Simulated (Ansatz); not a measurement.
# CH₄BS radical (SMILES C[B]S): one structure at several levels

Aim: energy, forces and dipole at a structure displaced at random from a GFN2-xTB minimum, from CCSD(T) and from density functionals.

Computed with Ansatz 0.2.0, Gaussian basis. Level: single points in def2-TZVPP.

Correlated methods freeze the cores. Orbitals are unrestricted.

## Step 1: The system as given

SMILES `C[B]S`, 7 atoms, charge 0, spin multiplicity 2.

Atoms are counted from 1 here; the program's logs count them from 0.

Bond lengths: C1–B2 1.569 Å, C1–H4 1.156 Å, C1–H5 1.112 Å, C1–H6 1.048 Å, B2–S3 1.782 Å, S3–H7 1.307 Å. Angles: B2–C1–H4 107.5°, B2–C1–H5 109.8°, B2–C1–H6 115.9°, H4–C1–H5 104.9°, H4–C1–H6 108.3°, H5–C1–H6 109.8°, C1–B2–S3 127.0°, B2–S3–H7 104.7°.

Coordinates:

```
C    -0.9298    0.4521   -0.0899
B     0.3265   -0.2124    0.5742
S     1.7544   -0.8768   -0.2606
H    -1.3735   -0.3117   -0.8359
H    -0.6136    1.3133   -0.7175
H    -1.6904    0.7510    0.5655
H     2.5484   -1.2674    0.7013
```

## Step 2: CCSD(T)/def2-TZVPP

File run/in.yaml:

```yaml
crystal:
  periodic: [false, false, false]
  atoms:
    - {symbol: C, position_ang: [-0.929800, 0.452100, -0.089900]}
    - {symbol: B, position_ang: [0.326500, -0.212400, 0.574200]}
    - {symbol: S, position_ang: [1.754400, -0.876800, -0.260600]}
    - {symbol: H, position_ang: [-1.373500, -0.311700, -0.835900]}
    - {symbol: H, position_ang: [-0.613600, 1.313300, -0.717500]}
    - {symbol: H, position_ang: [-1.690400, 0.751000, 0.565500]}
    - {symbol: H, position_ang: [2.548400, -1.267400, 0.701300]}
basis:
  gaussian: {orbitals: def2-TZVPP}
magnetization: {spin_polarized: true, initial_magnetization: 1}
correlation: {method: ccsd_t}
scf: {omitted_lower_state_checks: [cluster_reference]}
output: {forces: true}
```

No record of the launch command was kept for these runs.

## Step 3: PBE0-D4/def2-TZVPP

Edit run/in.yaml of step 2 so:

```diff
@@ -13,4 +13,3 @@
 magnetization: {spin_polarized: true, initial_magnetization: 1}
-correlation: {method: ccsd_t}
-scf: {omitted_lower_state_checks: [cluster_reference]}
-output: {forces: true}
+hamiltonian: {xc: pbe0, dispersion: d4}
+output: {forces: true, orbitals: {seedname: orbitals}}
```

## Step 4: wB97M-V/def2-TZVPP

Edit run/in.yaml of step 3 so:

```diff
@@ -13,3 +13,3 @@
 magnetization: {spin_polarized: true, initial_magnetization: 1}
-hamiltonian: {xc: pbe0, dispersion: d4}
-output: {forces: true, orbitals: {seedname: orbitals}}
+hamiltonian: {xc: {name: wB97M-V}}
+output: {forces: true}
```

## Step 5: r2SCAN-D4/def2-TZVPP

Edit run/in.yaml of step 4 so:

```diff
@@ -13,3 +13,3 @@
 magnetization: {spin_polarized: true, initial_magnetization: 1}
-hamiltonian: {xc: {name: wB97M-V}}
+hamiltonian: {xc: r2scan, dispersion: d4}
 output: {forces: true}
```

## Step 6: PBE-D4/def2-TZVPP

Edit run/in.yaml of step 5 so:

```diff
@@ -13,3 +13,3 @@
 magnetization: {spin_polarized: true, initial_magnetization: 1}
-hamiltonian: {xc: r2scan, dispersion: d4}
+hamiltonian: {xc: pbe, dispersion: d4}
 output: {forces: true}
```

## Step 7: SPW92/def2-TZVPP

Edit run/in.yaml of step 6 so:

```diff
@@ -13,3 +13,3 @@
 magnetization: {spin_polarized: true, initial_magnetization: 1}
-hamiltonian: {xc: pbe, dispersion: d4}
+hamiltonian: {xc: lda}
 output: {forces: true}
```

## Step 8: LC-wPBE/def2-TZVPP

Edit run/in.yaml of step 7 so:

```diff
@@ -13,3 +13,3 @@
 magnetization: {spin_polarized: true, initial_magnetization: 1}
-hamiltonian: {xc: lda}
+hamiltonian: {xc: {name: LC-wPBE}}
 output: {forces: true}
```

(Steps that only read results are left out.)

What does the calculation give? Wanted: energy less free atoms, CCSD(T)/def2-TZVPP; RMS force component; RMS force error; HOMO and LUMO, PBE0-D4; T1 diagnostic.

**Answer**, as computed:

```
                                  quantity                                                                                         value
energy less free atoms, CCSD(T)/def2-TZVPP                                                                                    -24.073 eV
                       RMS force component                                                          0.891 to 1.000 eV/Å over the methods
                           RMS force error  PBE0-D4 0.125, wB97M-V 0.109, r2SCAN-D4 0.124, PBE-D4 0.201, SPW92 0.345, LC-wPBE 0.136 eV/Å
                    HOMO and LUMO, PBE0-D4                                                                            -5.51 and -1.32 eV
                             T1 diagnostic                                                                                         0.015
```

Against CCSD(T) the functionals' energies less atoms differ by -4.213 to -0.695 eV, PBE-D4 by -1.344 eV. CCSD(T) in triple zeta still lacks some correlation energy of the bonds, so part of these gaps is its own basis error and they don't rank the functionals. On forces the order runs from wB97M-V to SPW92.
